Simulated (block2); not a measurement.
**HO2 (SMILES [O]O): DMRG/ANO-RCC-MB**

Aim: the vertical electron affinity of HO2 at DMRG/ANO-RCC-MB, from 2 runs. Input form: a Python script.

The calculation is run with block2 0.5.4.

2 further runs of the same task are left out: 2 set aside as unsound or not needed.

## (1) Starting point

The species is HO2 (3 atoms), meant as a doublet with charge 0. As SMILES, `[O]O`. Geometry: relaxed at GFN2-xTB.

Bond lengths: O1–O2 1.302 Å, O2–H3 0.983 Å. Angles: O1–O2–H3 108.4°.

## (2) A single-point energy at DMRG/ANO-RCC-MB

File run_dmrg.py:

```python
import numpy as np
from pyscf import cc, dft, gto, mcscf, mp, scf
from pyblock2._pyscf.ao2mo import integrals as itg
from pyblock2.driver.core import DMRGDriver, SymmetryTypes

geom = """
O     -0.366460     0.947510    -0.094170
O     -0.239810    -0.346560    -0.168450
H      0.606270    -0.600950     0.262620
"""
mol = gto.M(
    atom=geom,
    basis="ano-rcc-mb",
    spin=1,
    verbose=3,
    max_memory=2000,
)
print("nao                      = %d" % (mol.nao))
mf = scf.ROHF(mol)
mf.conv_tol = 1e-10
mf.max_cycle = 200
mf.kernel()
if not mf.converged:
    mf = mf.newton().run(mf.mo_coeff, mf.mo_occ)
print("E(HF)                    = %.10f" % (mf.e_tot))
# MP2, CCSD and CCSD(T) with the same frozen core
ref = scf.UHF(mol).run(mf.make_rdm1(), conv_tol=1e-10)
pt = mp.MP2(ref, frozen=2).run()
mycc = cc.CCSD(ref, frozen=2)
mycc.max_cycle = 150
mycc.kernel()
print(f"E(MP2)                   = {pt.e_tot:.10f}")
if mycc.converged:
    print("E(CCSD)                  = %.10f" % (mycc.e_tot))
    print(f"CCSD(T) total energy     = {mycc.e_tot + mycc.ccsd_t():.10f}")
# a few density functionals on the same geometry and basis
ks = dft.UKS(mol, xc="tpss").set(conv_tol=1e-9, verbose=3).run(mf.make_rdm1())
if ks.converged:
    print(f"E(TPSS)                  = {ks.e_tot:.8f}")
ks = dft.UKS(mol, xc="m062x").set(conv_tol=1e-9, verbose=3).run(mf.make_rdm1())
if ks.converged:
    print("E(M06-2X)                = %.8f" % (ks.e_tot))
ks = dft.UKS(mol, xc="m06l").set(conv_tol=1e-9, verbose=3).run(mf.make_rdm1())
if ks.converged:
    print(f"E(M06-L)                 = {ks.e_tot:.8f}")
ks = dft.UKS(mol, xc="tpssh").set(conv_tol=1e-9, verbose=3).run(mf.make_rdm1())
if ks.converged:
    print(f"E(TPSSh)                 = {ks.e_tot:.8f}")
# natural orbitals of MP2 give a compact matrix product state
occ_no, mo = mcscf.addons.make_natural_orbitals(mp.MP2(mf.to_uhf(), frozen=2).run())
mf.mo_coeff = mo
ncas, n_elec, spin, ecore, h1e, g2e, orb_sym = itg.get_rhf_integrals(mf, ncore=2, ncas=9, pg_symm=False, g2e_symm=8)
driver = DMRGDriver(scratch="./tmp", symm_type=SymmetryTypes.SU2, stack_mem=1500 << 20, n_threads=1)
driver.initialize_system(n_sites=ncas, n_elec=n_elec, spin=spin, orb_sym=orb_sym)
mpo = driver.get_qc_mpo(h1e=h1e, g2e=g2e, ecore=ecore, iprint=1)
occs = np.array([1.8] * 6 + [1.0] * 1 + [0.2] * 2)
ket = driver.get_random_mps(tag="GS", bond_dim=25, nroots=1, occs=occs)
bond_dims = [25] * 3 + [50] * 3 + [100] * 4
noises = [0.0001] * 3 + [0.0001] * 3 + [1e-05] * 4 + [0]
thrds = [1e-07] * 10
e = driver.dmrg(mpo, ket, n_sweeps=16, tol=1e-07, bond_dims=bond_dims, noises=noises, thrds=thrds, iprint=1)
ms, dws, es = driver.get_dmrg_results()
print("DW                       = %.3e" % (dws[-1]))
print("total energy             = %.10f" % (e))
dm1 = driver.get_1pdm(ket)
print("NOONs                    =", np.round(np.linalg.eigvalsh(dm1)[::-1], 5).tolist())
c_act = mf.mo_coeff[:, 2:11]
dm_ao = c_act @ dm1 @ c_act.T + 2 * mf.mo_coeff[:, :2] @ mf.mo_coeff[:, :2].T
print("dipole / D               =", np.round(scf.hf.dip_moment(mol, dm_ao, verbose=0), 4).tolist())
print(f"max block entropy        = {max(driver.get_bipartite_entanglement(ket)):.4f}")
csf, coef = driver.get_csf_coefficients(ket, cutoff=0.1, iprint=1)
print("leading coefficient squared = %.4f" % (np.max(np.abs(coef)) ** 2))
# exact diagonalisation in the same space
ci = mcscf.CASCI(mf, 9, (7, 6))
ci.fix_spin_(ss=0.75)
ci.fcisolver.conv_tol = 1e-10
ci.fcisolver.max_cycle = 200
ci.kernel()
print(f"exact diagonalisation    = {ci.e_tot:.10f}")
```

The run is started by

```sh
$ python run_dmrg.py
```

Output:

```text
nao                      = 11
converged SCF energy = -150.072520243767
E(HF)                    = -150.0725202438
converged SCF energy = -150.073291940091  <S^2> = 0.75260703  2S+1 = 2.0026053
E(UMP2) = -150.130377500815  E_corr = -0.0570855607234194
E(SCS-UMP2) = -150.13382052676  E_corr = -0.0605285866692278
E(UCCSD) = -150.1513313017495  E_corr = -0.07803936165831121
E(MP2)                   = -150.1303775008
E(CCSD)                  = -150.1513313017
UCCSD(T) correction = -0.00106787484651756
CCSD(T) total energy     = -150.1523991766
converged SCF energy = -150.836590135868  <S^2> = 0.75049299  2S+1 = 2.0004929
E(TPSS)                  = -150.83659014
converged SCF energy = -150.754051070535  <S^2> = 0.75064028  2S+1 = 2.0006402
E(M06-2X)                = -150.75405107
converged SCF energy = -150.780313537636  <S^2> = 0.75079213  2S+1 = 2.000792
E(M06-L)                 = -150.78031354
converged SCF energy = -150.815608238233  <S^2> = 0.75056947  2S+1 = 2.0005694
E(TPSSh)                 = -150.81560824
E(UMP2) = -150.129987362634  E_corr = -0.0574671188668775
E(SCS-UMP2) = -150.133290727223  E_corr = -0.0607704834556279
integral symmetrize error =  0.0
integral cutoff error =  0.0
mpo terms =       3927

Build MPO | Nsites =     9 | Nterms =       3927 | Algorithm = FastBIP | Cutoff = 1.00e-20
 Site =     0 /     9 .. Mmpo =    13 DW = 0.00e+00 NNZ =       13 SPT = 0.0000 Tmvc = 0.000 T = 0.001
 Site =     1 /     9 .. Mmpo =    40 DW = 0.00e+00 NNZ =      149 SPT = 0.7135 Tmvc = 0.000 T = 0.001
 Site =     2 /     9 .. Mmpo =    62 DW = 0.00e+00 NNZ =      301 SPT = 0.8786 Tmvc = 0.000 T = 0.001
 Site =     3 /     9 .. Mmpo =    92 DW = 0.00e+00 NNZ =      475 SPT = 0.9167 Tmvc = 0.000 T = 0.002
 Site =     4 /     9 .. Mmpo =    92 DW = 0.00e+00 NNZ =     1887 SPT = 0.7771 Tmvc = 0.000 T = 0.003
 Site =     5 /     9 .. Mmpo =    62 DW = 0.00e+00 NNZ =      493 SPT = 0.9136 Tmvc = 0.000 T = 0.001
 Site =     6 /     9 .. Mmpo =    40 DW = 0.00e+00 NNZ =      289 SPT = 0.8835 Tmvc = 0.000 T = 0.001
 Site =     7 /     9 .. Mmpo =    14 DW = 0.00e+00 NNZ =      155 SPT = 0.7232 Tmvc = 0.000 T = 0.000
 Site =     8 /     9 .. Mmpo =     1 DW = 0.00e+00 NNZ =       14 SPT = 0.0000 Tmvc = 0.000 T = 0.000
Ttotal =      0.010 Tmvc-total = 0.002 MPO bond dimension =    92 MaxDW = 0.00e+00
NNZ =         3776 SIZE =        25939 SPT = 0.8544

Rank =     0 Ttotal =      0.010 MPO method = FastBipartite bond dimension =      92 NNZ =         3776 SIZE =        25939 SPT = 0.8544

Sweep =    0 | Direction =  forward | Bond dimension =   25 | Noise =  1.00e-04 | Dav threshold =  1.00e-07
Time elapsed =      0.065 | E =    -150.1173485478 | DW = 8.28406e-09

Sweep =    1 | Direction = backward | Bond dimension =   25 | Noise =  1.00e-04 | Dav threshold =  1.00e-07
Time elapsed =      0.151 | E =    -150.1519909227 | DE = -3.46e-02 | DW = 6.37633e-05

Sweep =    2 | Direction =  forward | Bond dimension =   25 | Noise =  1.00e-04 | Dav threshold =  1.00e-07
Time elapsed =      0.250 | E =    -150.1524486560 | DE = -4.58e-04 | DW = 7.06631e-05

Sweep =    3 | Direction = backward | Bond dimension =   50 | Noise =  1.00e-04 | Dav threshold =  1.00e-07
Time elapsed =      0.381 | E =    -150.1531542676 | DE = -7.06e-04 | DW = 3.05395e-06

Sweep =    4 | Direction =  forward | Bond dimension =   50 | Noise =  1.00e-04 | Dav threshold =  1.00e-07
Time elapsed =      0.548 | E =    -150.1531690690 | DE = -1.48e-05 | DW = 1.10888e-06

Sweep =    5 | Direction = backward | Bond dimension =   50 | Noise =  1.00e-04 | Dav threshold =  1.00e-07
Time elapsed =      0.705 | E =    -150.1531691128 | DE = -4.37e-08 | DW = 3.63785e-06

Sweep =    6 | Direction =  forward | Bond dimension =  100 | Noise =  1.00e-05 | Dav threshold =  1.00e-07
Time elapsed =      0.948 | E =    -150.1531696952 | DE = -5.82e-07 | DW = 1.17578e-09

Sweep =    7 | Direction = backward | Bond dimension =  100 | Noise =  1.00e-05 | Dav threshold =  1.00e-07
Time elapsed =      1.226 | E =    -150.1531697264 | DE = -3.12e-08 | DW = 1.21331e-09

Sweep =    8 | Direction =  forward | Bond dimension =  100 | Noise =  1.00e-05 | Dav threshold =  1.00e-07
Time elapsed =      1.514 | E =    -150.1531697264 | DE = 4.89e-11 | DW = 1.17661e-09

Sweep =    9 | Direction = backward | Bond dimension =  100 | Noise =  1.00e-05 | Dav threshold =  1.00e-07
Time elapsed =      1.786 | E =    -150.1531697264 | DE = 2.74e-12 | DW = 1.19146e-09

Sweep =   10 | Direction =  forward | Bond dimension =  100 | Noise =  0.00e+00 | Dav threshold =  1.00e-08
Time elapsed =      2.000 | E =    -150.1531697310 | DE = -4.62e-09 | DW = 1.02036e-19

DW                       = 1.020e-19
total energy             = -150.1531697310
NOONs                    = [1.9986, 1.99787, 1.99531, 1.97849, 1.97548, 1.95287, 1.0205, 0.05282, 0.02807]
dipole / D               = [1.7951, -1.016, 0.8619]
max block entropy        = 0.3682
mps center changed (temporarily)
DTRIE T =      0.001
Number of CSF =          4 (cutoff =       0.1)
Sum of weights of included CSF =    0.976324841009523

CSF          0 222222-00  =   -0.966553589533243
CSF          1 222-2+2-0  =    0.131121756076548
CSF          2 222-22200  =    0.114974577144111
CSF          3 222220-20  =    0.108106111130971
leading coefficient squared = 0.9342
CASCI E = -150.153169743004  E(CI) = -51.5120155989714  S^2 = 0.7500000
exact diagonalisation    = -150.1531697430
```

It took 8.4 s on 1 thread of Arm Neoverse V2, shared host; peak memory 0.26 GiB.

## (3) The singlet anion: a single-point energy at DMRG/ANO-RCC-MB

File dmrg.py:

```python
import numpy as np
from pyscf import cc, dft, gto, mcscf, mp, scf
from pyblock2._pyscf.ao2mo import integrals as itg
from pyblock2.driver.core import DMRGDriver, SymmetryTypes

mol = gto.M(atom=[
    ("O", (-0.366460, 0.947510, -0.094170)),
    ("O", (-0.239810, -0.346560, -0.168450)),
    ("H", (0.606270, -0.600950, 0.262620)),
], basis="ano-rcc-mb", charge=-1, spin=0, verbose=3)
print("basis functions                = %d" % (mol.nao))
mf = scf.RHF(mol)
mf.conv_tol = 1e-10
mf.max_cycle = 200
mf.kernel()
if not mf.converged:
    mf = mf.newton().run(mf.mo_coeff, mf.mo_occ)
print(f"E(HF)                          = {mf.e_tot:.10f}")
# MP2, CCSD and CCSD(T) with the same frozen core
ref = mf
pt = mp.MP2(ref, frozen=2).run()
mycc = cc.CCSD(ref, frozen=2)
mycc.max_cycle = 150
mycc.kernel()
print("E(MP2)                         = %.10f" % (pt.e_tot))
if mycc.converged:
    print("E(CCSD)                        = %.10f" % (mycc.e_tot))
    print(f"CCSD(T) total energy           = {mycc.e_tot + mycc.ccsd_t():.10f}")
    print(f"T1 diagnostic                  = {mycc.get_t1_diagnostic():.4f}")
# a few density functionals on the same geometry and basis
ks = dft.RKS(mol, xc="tpss").set(conv_tol=1e-9, verbose=3).run()
if ks.converged:
    print(f"E(TPSS)                        = {ks.e_tot:.8f}")
ks = dft.RKS(mol, xc="m062x").set(conv_tol=1e-9, verbose=3).run()
if ks.converged:
    print(f"E(M06-2X)                      = {ks.e_tot:.8f}")
ks = dft.RKS(mol, xc="m06l").set(conv_tol=1e-9, verbose=3).run()
if ks.converged:
    print("E(M06-L)                       = %.8f" % (ks.e_tot))
ks = dft.RKS(mol, xc="tpssh").set(conv_tol=1e-9, verbose=3).run()
if ks.converged:
    print("E(TPSSh)                       = %.8f" % (ks.e_tot))
ncas, n_elec, spin, ecore, h1e, g2e, orb_sym = itg.get_rhf_integrals(mf, ncore=2, ncas=9, pg_symm=False, g2e_symm=8)
drv = DMRGDriver(scratch="./tmp", symm_type=SymmetryTypes.SU2, stack_mem=1500 << 20, n_threads=1)
drv.initialize_system(n_sites=ncas, n_elec=n_elec, spin=spin, orb_sym=orb_sym)
mpo = drv.get_qc_mpo(h1e=h1e, g2e=g2e, ecore=ecore, iprint=1)
occs = np.array([1.9] * 7 + [0.1] * 2)
mps = drv.get_random_mps(tag="GS", bond_dim=25, nroots=1, occs=occs)
bond_dims = [25] * 4 + [50] * 3 + [75] * 3 + [100] * 4
noises = [0.001] * 4 + [0.0001] * 3 + [0.0001] * 3 + [1e-05] * 4 + [0]
thrds = [1e-07] * 14
e = drv.dmrg(mpo, mps, n_sweeps=20, tol=1e-06, bond_dims=bond_dims, noises=noises, thrds=thrds, iprint=2)
ms, dws, es = drv.get_dmrg_results()
print("DW                             = %.3e" % (dws[-1]))
print(f"final energy                   = {e:.10f}")
dm1 = drv.get_1pdm(mps)
print("occupation numbers             =", np.round(np.linalg.eigvalsh(dm1)[::-1], 5).tolist())
c_act = mf.mo_coeff[:, 2:11]
dm_ao = c_act @ dm1 @ c_act.T + 2 * mf.mo_coeff[:, :2] @ mf.mo_coeff[:, :2].T
print("dipole / D                     =", np.round(scf.hf.dip_moment(mol, dm_ao, verbose=0), 4).tolist())
print("max block entropy              = %.4f" % (max(drv.get_bipartite_entanglement(mps))))
csf, coef = drv.get_csf_coefficients(mps, cutoff=0.05, iprint=1)
print(f"leading coefficient squared    = {np.max(np.abs(coef)) ** 2:.4f}")
# FCI check
ci = mcscf.CASCI(mf, 9, (7, 7))
ci.fix_spin_(ss=0)
ci.fcisolver.conv_tol = 1e-10
ci.fcisolver.max_cycle = 200
ci.kernel()
print("E(FCI)                         = %.10f" % (ci.e_tot))
```

The run is started by

```sh
$ python dmrg.py
```

Output:

```text
basis functions                = 11
converged SCF energy = -149.998280810966
E(HF)                          = -149.9982808110
E(RMP2) = -150.040787401732  E_corr = -0.0425065907662739
E(SCS-RMP2) = -150.046425050174  E_corr = -0.0481442392082378
E(CCSD) = -150.0566370964054  E_corr = -0.05835628543970631
E(MP2)                         = -150.0407874017
E(CCSD)                        = -150.0566370964
CCSD(T) correction = -0.000347889692573163
CCSD(T) total energy           = -150.0569849861
T1 diagnostic                  = 0.0076
converged SCF energy = -150.781500312202
E(TPSS)                        = -150.78150031
converged SCF energy = -150.712371364324
E(M06-2X)                      = -150.71237136
converged SCF energy = -150.729644097277
E(M06-L)                       = -150.72964410
converged SCF energy = -150.763587372538
E(TPSSh)                       = -150.76358737
integral symmetrize error =  0.0
integral cutoff error =  0.0
mpo terms =       3927

[... 27 lines left out ...]
 --> Site =    1-   2 .. Mmps =    3 Ndav =   1 E =   -149.9982808074 Error = 0.00e+00 FLOPS = 1.53e+07 Tdav = 0.00 T = 0.00
[... 19 lines left out ...]
 <-- Site =    3-   4 .. Mmps =   25 Ndav =   4 E =   -150.0351762796 Error = 2.32e-07 FLOPS = 9.32e+08 Tdav = 0.00 T = 0.02
[... 19 lines left out ...]
 --> Site =    7-   8 .. Mmps =   18 Ndav =   1 E =   -150.0564196977 Error = 1.56e-20 FLOPS = 1.31e+08 Tdav = 0.00 T = 0.00
[... 28 lines left out ...]
 --> Site =    2-   3 .. Mmps =   27 Ndav =   1 E =   -150.0571490429 Error = 0.00e+00 FLOPS = 7.98e+08 Tdav = 0.00 T = 0.01
[... 19 lines left out ...]
 <-- Site =    2-   3 .. Mmps =   50 Ndav =   1 E =   -150.0571568445 Error = 1.87e-10 FLOPS = 1.21e+09 Tdav = 0.00 T = 0.01
[... 28 lines left out ...]
 <-- Site =    7-   8 .. Mmps =    3 Ndav =   1 E =   -150.0571568445 Error = 0.00e+00 FLOPS = 3.41e+08 Tdav = 0.00 T = 0.00
[... 19 lines left out ...]
 --> Site =    3-   4 .. Mmps =   54 Ndav =   1 E =   -150.0571568445 Error = 3.23e-21 FLOPS = 1.68e+09 Tdav = 0.00 T = 0.03
[... 19 lines left out ...]
 <-- Site =    1-   2 .. Mmps =   75 Ndav =   1 E =   -150.0571568445 Error = 9.52e-20 FLOPS = 1.13e+09 Tdav = 0.00 T = 0.01
[... 28 lines left out ...]
 <-- Site =    6-   7 .. Mmps =   10 Ndav =   1 E =   -150.0571568445 Error = 0.00e+00 FLOPS = 1.20e+09 Tdav = 0.00 T = 0.01
[... 19 lines left out ...]
 --> Site =    4-   5 .. Mmps =   79 Ndav =   1 E =   -150.0571568445 Error = 2.18e-20 FLOPS = 1.67e+09 Tdav = 0.00 T = 0.03
[... 14 lines left out ...]
 <-- Site =    5-   6 .. Mmps =   27 Ndav =   1 E =   -150.0571568445 Error = 0.00e+00 FLOPS = 1.55e+09 Tdav = 0.00 T = 0.02
 <-- Site =    4-   5 .. Mmps =   56 Ndav =   1 E =   -150.0571568445 Error = 4.00e-24 FLOPS = 1.68e+09 Tdav = 0.00 T = 0.03
 <-- Site =    3-   4 .. Mmps =   92 Ndav =   1 E =   -150.0571568445 Error = 6.79e-21 FLOPS = 1.72e+09 Tdav = 0.00 T = 0.03
 <-- Site =    2-   3 .. Mmps =   98 Ndav =   1 E =   -150.0571568445 Error = 3.55e-20 FLOPS = 1.29e+09 Tdav = 0.00 T = 0.02
 <-- Site =    1-   2 .. Mmps =   82 Ndav =   1 E =   -150.0571568445 Error = 1.86e-20 FLOPS = 1.14e+09 Tdav = 0.00 T = 0.02
 <-- Site =    0-   1 .. Mmps =   43 Ndav =   1 E =   -150.0571568445 Error = 2.28e-20 FLOPS = 5.91e+08 Tdav = 0.00 T = 0.01
[... 8 lines left out ...]
Sweep =   14 | Direction =  forward | Bond dimension =  100 | Noise =  0.00e+00 | Dav threshold =  1.00e-07
 --> Site =    0-   1 .. Mmps =    3 Ndav =   1 E =   -150.0571568445 Error = 0.00e+00 FLOPS = 5.50e+08 Tdav = 0.00 T = 0.00
 --> Site =    1-   2 .. Mmps =   10 Ndav =   1 E =   -150.0571568445 Error = 0.00e+00 FLOPS = 1.17e+09 Tdav = 0.00 T = 0.01
 --> Site =    2-   3 .. Mmps =   20 Ndav =   1 E =   -150.0571568445 Error = 2.57e-21 FLOPS = 1.43e+09 Tdav = 0.00 T = 0.02
 --> Site =    3-   4 .. Mmps =   27 Ndav =   1 E =   -150.0571568445 Error = 3.60e-21 FLOPS = 1.69e+09 Tdav = 0.00 T = 0.03
 --> Site =    4-   5 .. Mmps =   32 Ndav =   1 E =   -150.0571568445 Error = 1.29e-20 FLOPS = 1.50e+09 Tdav = 0.00 T = 0.02
 --> Site =    5-   6 .. Mmps =   25 Ndav =   1 E =   -150.0571568445 Error = 2.38e-20 FLOPS = 1.11e+09 Tdav = 0.00 T = 0.01
 --> Site =    6-   7 .. Mmps =   15 Ndav =   1 E =   -150.0571568445 Error = 1.57e-20 FLOPS = 4.10e+08 Tdav = 0.00 T = 0.01
 --> Site =    7-   8 .. Mmps =    8 Ndav =   1 E =   -150.0571568445 Error = 8.70e-21 FLOPS = 5.93e+07 Tdav = 0.00 T = 0.00
Time elapsed =      1.648 | E =    -150.0571568445 | DE = 0.00e+00 | DW = 2.38370e-20
Time sweep =        0.104 | 3.65 MFLOP/SWP
 | Dmem = 975 KB (0%) | Imem = 29.4 KB (97%) | Hmem = 7.06 MB | Wmem = 4.05 KB | Pmem = 0 B
 | Tread = 0.003 | Twrite = 0.001 | Tfpread = 0.002 | Tfpwrite = 0.000 | Tmporead = 0.000
 | data = 290 KB | cpsd = 228 KB | Tasync = 0.000
 | Trot = 0.002 | Tctr = 0.000 | Tint = 0.000 | Tmid = 0.000 | Tdctr = 0.001 | Tdiag = 0.001 | Tinfo = 0.006
 | Teff = 0.078 | Tprt = 0.000 | Teig = 0.003 | Tblk = 0.094 | Tmve = 0.010 | Tdm = 0.000 | Tsplt = 0.001 | Tsvd = 0.000 | Torth = 0.000

DW                             = 2.384e-20
final energy                   = -150.0571568445
occupation numbers             = [1.9993, 1.99871, 1.99795, 1.99668, 1.99437, 1.97484, 1.96865, 0.03659, 0.03291]
dipole / D                     = [2.4583, -2.7833, 1.0266]
max block entropy              = 0.2031
mps center changed (temporarily)
DTRIE T =      0.001
Number of CSF =          3 (cutoff =      0.05)
Sum of weights of included CSF =    0.972192711072635

CSF          0 222222200  =    0.981859853176572
CSF          1 222202202  =   -0.071752421758617
CSF          2 220222220  =   -0.054731433057146
leading coefficient squared    = 0.9640
CASCI E = -150.057156876872  E(CI) = -51.4171399505310  S^2 = 0.0000000
E(FCI)                         = -150.0571568769
```

Run time: 6 s. Hardware: 1 thread of Arm Neoverse V2, shared host; peak memory 0.26 GiB.

## (4) Summary of results

At DMRG/ANO-RCC-MB, 2 core orbitals frozen:

| quantity | value |
| --- | --- |
| run 1, DMRG/ANO-RCC-MB: total energy | -150.15317 Eh |
| run 1, DMRG/ANO-RCC-MB: dipole moment (of the density that the program reports) | 2.24 D |
| singlet anion: total energy | -150.05716 Eh |
| singlet anion: T1 diagnostic of the CCSD step | 0.008 |
| vertical electron affinity (to the singlet anion) | -2.613 eV |

The anion lies 2.61 eV (252 kJ/mol) above the neutral: the electron isn't bound at this level, and such a value depends on the basis. Without diffuse functions anions come out too high. In a minimal basis such a difference can be off by several eV, whatever the method. The basis (run 1, DMRG/ANO-RCC-MB) was made for a relativistic Hamiltonian, but the run is non-relativistic. The basis (singlet anion) was made for a relativistic Hamiltonian, but the run is non-relativistic.
